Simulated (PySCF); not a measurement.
Simulated Cl 2p region for `FC(Cl)(Cl)Cl` (trichlorofluoromethane), binding energy against the vacuum level.

Every computed line was given a Gaussian of 0.7 eV full width at half maximum and an area set by the number of equivalent atoms (split 2:1 within a doublet); the highest printed point is 100. Computed with delta-SCF UKS SCAN, pcX-2 on the ionised atom, pcseg-1 elsewhere, spin-free X2C in PySCF 2.14.0.

binding energy (eV), intensity and a bar:
```
    206.3          0 
    206.4          1 
    206.5          3 #
    206.6          7 ##
    206.7         14 ####
    206.8         26 ########
    206.9         42 #############
    207.0         62 ###################
    207.1         81 ########################
    207.2         95 #############################
    207.3        100 ##############################
    207.4         94 ############################
    207.5         78 #######################
    207.6         58 #################
    207.7         39 ############
    207.8         23 #######
    207.9         12 ####
    208.0          6 ##
    208.1          3 #
    208.2          3 #
    208.3          5 #
    208.4          9 ###
    208.5         16 #####
    208.6         25 ########
    208.7         36 ###########
    208.8         44 #############
    208.9         49 ###############
    209.0         49 ###############
    209.1         44 #############
    209.2         35 ##########
    209.3         25 #######
    209.4         16 #####
    209.5          9 ###
    209.6          4 #
    209.7          2 #
    209.8          1 
    209.9          0
```

Task: Count the maxima, the lines and the sites behind this envelope.

Result: The curve has 2 maxima (at 207.3 and 208.9 eV). Under it lie 2 lines from 1 inequivalent chlorine site, drawn as a 2p3/2, 2p1/2 pair.

Task: Decompose the envelope and assign each component. Numbering: `[F:1][C:2]([Cl:3])([Cl:4])[Cl:5]`.

Result: 
```tsv
position (eV)	relative area	line	atoms	environment
207.29	2.00	Cl 2p3/2	Cl3/Cl4/Cl5	chlorine of a CCl3 group
208.95	1.00	Cl 2p1/2	Cl3/Cl4/Cl5	chlorine of a CCl3 group
```

Task: What are the centre and the root-mean-square width of the whole band?

Result: The area-weighted mean of the lines is 207.84 eV. Their own spread about it is 0.78 eV (rms) and each Gaussian has σ = 0.7/2.355 = 0.30 eV; the variances add, which gives 0.83 eV.

Shake-up satellites, vibrational structure and lifetime widths aren't simulated. Atoms equivalent by their bonding share one computed value, that of the first of them. For 2p shells one spin-free hole was relaxed; a mean-field spin–orbit operator and the ground-state splitting of the three 2p orbitals were then diagonalised within the shell. The shell's mean is (2 × 2p3/2 + 2p1/2)/3, and the degeneracies 2j + 1 give areas of 2:1. 2p1/2 minus 2p3/2 (ligand field included): Cl 1.65 eV. Isolated species at its GFN2-xTB geometry, gas phase.
